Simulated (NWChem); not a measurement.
All runs are NWChem calculations. System: CH$_{2}$O$_{2}$, charge 0, spin multiplicity 1, displaced from the optimised geometry. Level: CR-CCSD(T)/cc-pVDZ, 3 core orbitals frozen, spin-restricted.

Part of the output:

```
             Northwest Computational Chemistry Package (NWChem) 7.3.0
             --------------------------------------------------------

                                NWChem Input Module
                                -------------------

 Scaling coordinates for geometry "geometry" by  1.889725989
 (inverse scale =  0.529177249)

                             Geometry "geometry" -> ""
                             -------------------------

 Output coordinates in angstroms (scale by  1.889725989 to convert to a.u.)

  No.       Tag          Charge          X              Y              Z
 ---- ---------------- ---------- -------------- -------------- --------------
    1 O                    8.0000     0.74412200     0.82757600     0.00000000
    2 C                    6.0000     0.17728400    -0.37762000     0.00000000
    3 O                    8.0000    -1.00064700    -0.58424800     0.00000000
    4 H                    1.0000     0.02446900     1.48056100     0.00000000
    5 H                    1.0000     1.55408000    -1.74934900     0.00000000

 Effective nuclear repulsion energy (a.u.)      68.1531220790

            Nuclear Dipole moment (a.u.)
            ----------------------------
        X                 Y               Z
 ---------------- ---------------- ----------------
     1.1150384887    -1.1109396731     0.0000000000


 Summary of "ao basis" -> "" (spherical)
 ------------------------------------------------------------------------------
       Tag                 Description            Shells   Functions and Types
 ---------------- ------------------------------  ------  ---------------------
 *                          cc-pvdz                   on all atoms

 Summary of "ao basis" -> "ao basis" (spherical)
 ------------------------------------------------------------------------------
       Tag                 Description            Shells   Functions and Types
 ---------------- ------------------------------  ------  ---------------------
 O                          cc-pvdz                  6       14   3s2p1d
 C                          cc-pvdz                  6       14   3s2p1d
 H                          cc-pvdz                  3        5   2s1p

                                 NWChem SCF Module
                                 -----------------

  ao basis        = "ao basis"
  functions       =    52
  atoms           =     5
  closed shells   =    12
  open shells     =     0
  charge          =   0.00
  wavefunction    = RHF
  use symmetry    = F
  symmetry adapt  = F

 Summary of "ao basis" -> "ao basis" (spherical)
 ------------------------------------------------------------------------------
       Tag                 Description            Shells   Functions and Types
 ---------------- ------------------------------  ------  ---------------------
 O                          cc-pvdz                  6       14   3s2p1d
 C                          cc-pvdz                  6       14   3s2p1d
 H                          cc-pvdz                  3        5   2s1p

 Forming initial guess at       0.0s

      Superposition of Atomic Density Guess
      -------------------------------------

 Sum of atomic energies:        -188.19204631

      Non-variational initial energy
      ------------------------------

 Total energy =    -189.019017
 1-e energy   =    -392.719174
 2-e energy   =     135.547035
 HOMO         =      -0.292263
 LUMO         =      -0.033500

 Starting SCF solution at       0.4s

 ----------------------------------------------
         Quadratically convergent ROHF

 Convergence threshold     :          1.000E-07
 Maximum no. of iterations :          100
 Final Fock-matrix accuracy:          1.000E-09
 ----------------------------------------------

              iter       energy          gnorm     gmax       time
             ----- ------------------- --------- --------- --------
                 1     -188.5438096981  1.30D+00  3.66D-01      0.4
                 2     -188.6305134286  3.13D-01  6.76D-02      0.4
                 3     -188.6397359135  1.36D-02  6.21D-03      0.5
                 4     -188.6397806902  1.26D-04  4.12D-05      0.5
                 5     -188.6397806921  5.48D-09  1.50D-09      0.6
[...]
    18      0.155390  2 C  px

 Vector   13  Occ=0.000000D+00  E= 4.461323D-02
              MO Center=  9.9D-01, -1.1D+00,  1.4D-16, r^2= 3.0D+00
   Bfn.  Coefficient  Atom+Function         Bfn.  Coefficient  Atom+Function
  ----- ------------  ---------------      ----- ------------  ---------------
    49      0.735004  5 H  s                 17     -0.581073  2 C  s
    44     -0.376074  4 H  s                  3      0.308648  1 O  s
    22      0.306376  2 C  py                48      0.278017  5 H  s
    18     -0.263276  2 C  px                21     -0.241169  2 C  px
    19      0.237470  2 C  py                16     -0.178164  2 C  s

 Vector   14  Occ=0.000000D+00  E= 1.693220D-01
              MO Center=  2.1D-02, -3.8D-01, -1.1D-16, r^2= 1.7D+00
   Bfn.  Coefficient  Atom+Function         Bfn.  Coefficient  Atom+Function
  ----- ------------  ---------------      ----- ------------  ---------------
    23      0.737438  2 C  pz                20      0.508712  2 C  pz
    37     -0.481896  3 O  pz                34     -0.343078  3 O  pz
     9     -0.304617  1 O  pz                 6     -0.224333  1 O  pz

 Vector   15  Occ=0.000000D+00  E= 1.872366D-01
              MO Center= -1.1D-01,  1.5D+00, -2.9D-17, r^2= 2.7D+00
   Bfn.  Coefficient  Atom+Function         Bfn.  Coefficient  Atom+Function
  ----- ------------  ---------------      ----- ------------  ---------------
    44      1.484668  4 H  s                 17     -0.622598  2 C  s
     3     -0.552218  1 O  s                  8     -0.469184  1 O  py
     7      0.259482  1 O  px                 5     -0.197716  1 O  py
    49      0.194631  5 H  s                  4      0.156904  1 O  px

 center of mass
 --------------
 x =  -0.01580548 y =  -0.03739248 z =   0.00000000

 moments of inertia (a.u.)
 ------------------
          83.566305262223         -56.017965033244           0.000000000000
         -56.017965033244          98.850203844764           0.000000000000
           0.000000000000           0.000000000000         182.416509106987

  Mulliken analysis of the total density
  --------------------------------------

    Atom       Charge   Shell Charges
 -----------   ------   -------------------------------------------------------
    1 O    8     8.23   2.00  0.84  0.85  2.83  1.69  0.02
    2 C    6     5.67   2.00  0.70  0.45  1.69  0.59  0.23
    3 O    8     8.30   2.00  0.85  0.91  2.77  1.74  0.02
    4 H    1     0.80   0.66  0.07  0.08
    5 H    1     0.99   0.47  0.52  0.01

       Multipole analysis of the density wrt the origin
       ------------------------------------------------

     L   x y z        total         open         nuclear
     -   - - -        -----         ----         -------
     0   0 0 0     -0.000000      0.000000     24.000000

     1   1 0 0      0.232693      0.000000      1.115038
     1   0 1 0      0.660538      0.000000     -1.110940
     1   0 0 1      0.000000      0.000000      0.000000

     2   2 0 0    -15.396485      0.000000     53.724651
     2   1 1 0     -2.499239      0.000000     23.281453
     2   1 0 1      0.000000      0.000000      0.000000
     2   0 2 0    -11.285316      0.000000     51.129378
     2   0 1 1      0.000000      0.000000      0.000000
     2   0 0 2    -12.995121      0.000000      0.000000

                   NWChem Extensible Many-Electron Theory Module
                   ---------------------------------------------


            General Information
            -------------------
      Number of processors :     1
         Wavefunction type : Restricted Hartree-Fock
          No. of electrons :    24
           Alpha electrons :    12
            Beta electrons :    12
           No. of orbitals :   104
            Alpha orbitals :    52
             Beta orbitals :    52
        Alpha frozen cores :     3
         Beta frozen cores :     3
     Alpha frozen virtuals :     0
      Beta frozen virtuals :     0
         Spin multiplicity : singlet
    Number of AO functions :    52
       Number of AO shells :    24
        Use of symmetry is : off
      Symmetry adaption is : off
         Schwarz screening : 0.10D-09

          Correlation Information
          -----------------------
          Calculation type : Coupled-cluster singles & doubles w/ perturbation
   Perturbative correction : Completely renormalized (T)
            Max iterations :      100
        Residual threshold : 0.10D-05
     T(0) DIIS level shift : 0.00D+00
     L(0) DIIS level shift : 0.00D+00
     T(1) DIIS level shift : 0.00D+00
     L(1) DIIS level shift : 0.00D+00
     T(R) DIIS level shift : 0.00D+00
     T(I) DIIS level shift : 0.00D+00
   CC-T/L Amplitude update :  5-th order DIIS
                I/O scheme : Global Array Library
        L-threshold :  0.10D-05
        EOM-threshold :  0.10D-05
 no EOMCCSD initial starts read in
 TCE RESTART OPTIONS
 SLICE:      F
 D4D5:       F
 quantumc:   F
 qrotation:  F
 pwtce:      F
 qducc:      F
 nacto:                         0
 nrotv:                         0
 nrot:                          0

            Memory Information
            ------------------
          Available GA space size is     249034096 doubles
          Available MA space size is     104854860 doubles

 Maximum block size supplied by input
 Maximum block size        24 doubles

 tile_dim =     20

 -------------------------------------------------

 Global array virtual files algorithm will be used

 Parallel file system coherency ......... OK

 4-electron integrals stored in orbital form

 v2    file size   =          1622121
 4-index algorithm nr.  13 is used
 imaxsize =       30
 imaxsize ichop =        0


CCSD iterations
 ---------------------------------------------------------
 Iter          Residuum       Correlation     Cpu    Wall
 ---------------------------------------------------------
    1   0.1838645473789  -0.5222094513092     0.2     0.2
    2   0.0567646451751  -0.5215156152932     0.2     0.2
    3   0.0235948561331  -0.5348299518648     0.2     0.2
    4   0.0120129640453  -0.5363778723771     0.2     0.2
    5   0.0061308035242  -0.5384150148300     0.2     0.2
    6   0.0022362539042  -0.5394730838533     0.2     0.2
    7   0.0009174151970  -0.5395495508342     0.2     0.2
    8   0.0006357371366  -0.5395499021400     0.2     0.2
    9   0.0003003172171  -0.5395697760564     0.2     0.2
   10   0.0002371088598  -0.5395816039662     0.2     0.2
   11   0.0000678452223  -0.5395990595260     0.2     0.2
   12   0.0000440659631  -0.5395961114430     0.2     0.2
   13   0.0000258062902  -0.5395980130370     0.2     0.2
   14   0.0000194254489  -0.5395975982108     0.2     0.2
   15   0.0000123267676  -0.5395977371665     0.2     0.2
   16   0.0000022037292  -0.5395974485729     0.2     0.2
   17   0.0000016618680  -0.5395976956526     0.2     0.2
   18   0.0000006784278  -0.5395976148652     0.2     0.2
 -----------------------------------------------------------------
 Iterations converged
 CCSD correlation energy / hartree =        -0.539597614865200
 CCSD total energy / hartree       =      -189.179378306976758

 Singles contributions

 Doubles contributions
    13a   (alpha)    13a   (beta ) ---    12a   (alpha)    12a   (beta )       -0.2067894830
 CR-CCSD(T)

 CR-CCSD[T]  correction energy / hartree =        -0.017247686420408
 CR-CCSD[T] correlation energy / hartree =        -0.556845301285608
 CR-CCSD[T] total energy / hartree       =      -189.196625993397163
 CR-CCSD(T)  correction energy / hartree =        -0.015658877694927
 CR-CCSD(T) correlation energy / hartree =        -0.555256492560127
 CR-CCSD(T) total energy / hartree       =      -189.195037184671691

 Task  times  cpu:       32.5s     wall:       32.5s

 Total times  cpu:       32.6s     wall:       32.6s
```

Write an NWChem input that would produce this output.

Several could match; the one computed here: 
```
start mol
memory heap 100 mb stack 700 mb global 1900 mb
geometry units angstroms nocenter noautoz noautosym
  O      0.744122     0.827576     0.000000
  C      0.177284    -0.377620     0.000000
  O     -1.000647    -0.584248     0.000000
  H      0.024469     1.480561     0.000000
  H      1.554080    -1.749349     0.000000
end
basis spherical
  * library cc-pvdz
end
scf
  rhf
  nopen 0
  maxiter 100
  thresh 1e-7
  semidirect memsize 60000000 filesize 0
end
tce
  freeze core 3
  cr-ccsd(t)
  2eorb
  2emet 13
  thresh 1e-6
  maxiter 100
  tilesize 24
end
task tce energy
```
